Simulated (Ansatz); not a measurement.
Ansatz (an electronic-structure program) input (RI-MP2/aug-cc-pV(T+d)Z):
A basis named .json is the Basis Set Exchange file of that set.

Ansatz 0.2 input:
```yaml
crystal:
  periodic: [false, false, false]
  atoms:
    - {symbol: B, position_ang: [-0.00000000, 0.00000000, -0.00000000]}
    - {symbol: Cl, position_ang: [1.65385888, -0.25807139, -0.42648403]}
    - {symbol: Cl, position_ang: [-0.63004790, -0.67179838, 1.46132312]}
    - {symbol: Cl, position_ang: [-1.02381098, 0.92986978, -1.03483909]}
basis:
  gaussian:
    orbitals: aug-cc-pV_T+d_Z.json
    fitting: {mean_field: def2-universal-jkfit, correlation: aug-cc-pVTZ-RIFIT.json}
total_charge: 1
magnetization: {spin_polarized: true, initial_magnetization: 1}
correlation: {method: mp2, electrons: outside_noble_gas}
```

Output:

```
Functional definition: HF
integrals: 0.21 GiB planned
459 factors; integrals over basis functions are off by at most 1.4e0 eV
547 factors; integrals over basis functions are off by at most 7.7e-1 eV
mean field: 0.73 GiB planned
mean field evaluation 1: about -38175.2713 eV, gradient 1.2e1 eV
mean field evaluation 2: about -38176.0770 eV, gradient 3.8e0 eV
mean field evaluation 4: about -38176.1963 eV, gradient 6.6e-1 eV
mean field evaluation 8: about -38176.2010 eV, gradient 1.2e-2 eV
mean field evaluation 16: about -38176.6368 eV, gradient 6.1e-1 eV
mean field evaluation 32: about -38174.7811 eV, gradient 1.1e1 eV
mean field evaluation 64: about -38176.3081 eV, gradient 1.5e0 eV
mean field evaluation 96: about -38176.2776 eV, gradient 2.5e0 eV
mean field evaluation 128: about -38176.1697 eV, gradient 1.4e-1 eV
mean field -38176.65400789 eV, -1402.9661577243 hartree, gradient 2.6e-6 eV, S^2 0.763533; 17 other end points of the search recorded, 0 dependent functions left out
16 core orbitals not correlated
reference -38176.65400789 eV, -1402.9661577243 hartree; 12, 11 occupied and 183, 184 virtual orbitals, 547 factors
second order -17.34003744 eV of doubles, -0.00000000 eV of singles
Total energy: -38193.99404532 eV, -1403.6033923466 hartree
```
